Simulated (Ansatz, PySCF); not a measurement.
carbonyl sulfide (COS), SMILES O=C=S. Atoms are numbered in the order given.

```xyz
3

O      0.0000     0.0000    -1.6757
C      0.0000     0.0000    -0.5202
S      0.0000     0.0000     1.0419
```

Geometry: B3LYP-D3(BJ)/def2-TZVP.

Two levels are set side by side: PBE-D3(BJ)/def2-TZVP (Ansatz, an electronic-structure program) and B3LYP-D3(BJ)/def2-TZVP (Ansatz). Each level has its own optimised geometry; the coordinates shown are those of the second. Frequencies come from the Hessian of PySCF at each geometry. Differences are taken from unrounded values.

```tsv
quantity	B3LYP-D3(BJ)	PBE-D3(BJ)	PBE-D3(BJ) minus B3LYP-D3(BJ)
mean bond length (Å)	1.359	1.368	0.009
bond O1–C2 (Å)	1.155	1.169	0.013
bond C2–S3 (Å)	1.562	1.567	0.005
highest harmonic wavenumber (cm⁻¹)	2115	2065	-50
mean harmonic wavenumber (cm⁻¹)	1014	988	-26
zero-point energy (kcal/mol)	5.80	5.65	-0.15
```

Exact exchange shortens and stiffens bonds; PBE has none. Differences between two approximate levels are no errors against the true value.
